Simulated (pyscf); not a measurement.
A first-order saddle from PySCF, ωB97X-D3(BJ)/def2-SVP:

```xyz
7

O     -1.2302     1.2893    -0.3444
Sn    -0.4209    -0.4988    -0.4977
O      1.4085    -0.0179     0.0085
H     -2.1884     1.3024    -0.4588
H      1.4580     0.8948     0.3253
F     -1.2992    -1.7329     0.9848
H     -1.1536    -2.0790    -0.4168
```
Charge 0, spin multiplicity 1.

Surface: singlet, charge 0. Lowest wavenumbers (cm⁻¹): 1322i, 115, 162, 184, 269.

Problem. Which two sides does it connect, and which bonds change?

Solution. `[OH][SnH]([OH])[F]` ⇌ `[OH][Sn][OH]` [singlet] + `[FH]`, a 1,1-elimination read from left to right: F–Sn, H–Sn broken and F–H formed. At CCSD(T)/def2-TZVPP + ΔMP2(QZVPP) it lies +189.8 kJ/mol from the left side and +169.5 kJ/mol from the right (each side as separated species at their lowest minima found). On the product side the descent ends in a bound adduct (not fully relaxed), 33.7 kJ/mol under the separated species and 192.9 kJ/mol under the saddle at ωB97X-D3(BJ)/def2-TZVP. At ωB97X-D3(BJ) the barrier from the zero used here is 198.4 kJ/mol. One saddle was located; it need not be the lowest between these sides. The CCSD(T) − MP2 part came from Ansatz, without density fitting, on the same reference. The frozen core leaves the outer d or s,p core shells of the metals and heavy elements correlated in the MP2 and CC values, and def2-TZVPP describes them poorly, which can shift differences by a few kcal/mol. Elements past Kr carry the def2 core potentials, without spin-orbit coupling.
